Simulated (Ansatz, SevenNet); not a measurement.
**Ladder of methods for the elastic constant C44 of rock-salt LiF**

Reference value: 64.9 GPa (measured, 0 K, not corrected to a static lattice; as tabulated in Harker's crystal data pages).

### Question
Put these levels in order of the elastic constant C44 that they give for rock-salt LiF, smallest first: PBE (Ansatz, a quantum-chemistry and plane-wave program), SevenNet-l3i5 (SevenNet), r²SCAN (Ansatz).

### Answer
SevenNet-l3i5 (52.0 GPa), PBE (60.2 GPa), r²SCAN (67.3 GPa)

Unless a cell is named, each level is at its own relaxed cell (SevenNet-l3i5 8.52, PBE 8.42, r²SCAN 7.94 Å³/atom).

Differences against the reference: SevenNet-l3i5 -19.9 %, PBE -7.2 %, r²SCAN +3.7 %.

The reference has no zero-point or thermal correction, while the calculations are for a static lattice, so the differences are not the levels' errors alone.  Each level is taken at its own relaxed cell. Cutoffs differ between the levels. Ansatz's density-functional and Hartree–Fock values are scalar-relativistic unless marked +SOC, with PAW data made under PBE.

Machine-learned potentials (SevenNet-l3i5) are trained on DFT data, which may include these solids.

Differences are worked out from the printed values.
